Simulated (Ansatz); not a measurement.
# C axis length of Ga (model structure, started from the omega type, P6/mmm, No. 191, 3 atoms in the cell) at several levels of theory

No measured value is used here.

| level (code) | value (Å) |
|---|---|
| PBE (Ansatz) | 2.876 |
| PBEsol (Ansatz) | 2.814 |
| PBE-D3(BJ) (Ansatz) | 2.825 |

Ansatz's density-functional and Hartree–Fock values are scalar-relativistic unless marked +SOC, with PAW data made under PBE.

A model structure was made by putting elements into a prototype or built by hand; it is no filed structure, need not be a known phase, and can be a saddle point held by its symmetry.

Ansatz is a program for electronic structure.
